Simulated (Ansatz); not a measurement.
Reaction (SMILES): [CH3] (CH3) → CH3+ (singlet, bonded as [CH3]) + e-
B3LYP-D3(BJ)/def2-TZVP geometries, fixed; electronic energies without zero-point terms.

Basis-set convergence of the adiabatic ionisation energy at HF with Ansatz (a program for electronic structure). All functions are spherical. Open shells are unrestricted. No added dispersion term, no relativity. Functions are those of the species that has most. Reference: the value in aug-pcseg-3, 8.992 eV. Deviations are taken from unrounded values.

```tsv
basis	functions	adiabatic ionisation energy (eV)	minus reference (eV)
cc-pVDZ	29	8.927	-0.065
aug-cc-pVDZ	50	8.962	-0.030
cc-pVTZ	72	8.980	-0.012
jun-cc-pV(T+d)Z	81	8.985	-0.007
aug-cc-pVTZ	115	8.986	-0.007
cc-pVQZ	145	8.990	-0.003
aug-cc-pVQZ	218	8.991	-0.001
```

The smallest set listed that lies within 0.05 eV of the reference with all its larger relatives (same family, alike in diffuse functions; a set with none counts only in the reference's own line) is aug-cc-pVDZ (50 functions, -0.030 eV off).
